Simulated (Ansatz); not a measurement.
Bulk modulus B0 (GPa) of solids drawn from the class of elemental solids other than molecular ones, at two levels: PBE in Ansatz (plane waves, PAW), and r²SCAN+rVV10 (Ansatz, a quantum-chemistry and plane-wave program, plane waves, PAW).

```tsv
solid	PBE	r²SCAN+rVV10	shift (%)
diamond-structure Si	88.7	98.5	+11.0
bcc Li	13.9	13.1	-5.8
fcc Ca	17.4	18.2	+4.6
fcc Ir	347	389	+12.1
bcc Ba	8.70	8.58	-1.4
grey tin (α-Sn)	35.1	45.2	+29
fcc Pd	168	196	+16.7
hcp Be	123	125	+1.6
fcc Al	76.9	93.8	+22
diamond	433	454	+4.8
```

The shifts run from -5.8 % to +29 %, with a median of +7.9 %.

Of 10 rows, r²SCAN+rVV10 is the larger in 8 and the smaller in 2.

Ansatz's runs of these crystals have no spin polarisation. Meta-GGAs and exact exchange favour moments, which can bear on fcc Pd.

Spin–orbit coupling is left out, also for the solids with elements from indium on (fcc Ir, bcc Ba, grey tin (α-Sn)); its size isn't shown.

In Ansatz's fits of the non-cubic solids, shape and atoms are relaxed at each volume.

Each level is taken at its own relaxed cell. Ansatz's density-functional and Hartree–Fock values are scalar-relativistic unless marked +SOC, with PAW data made under PBE.
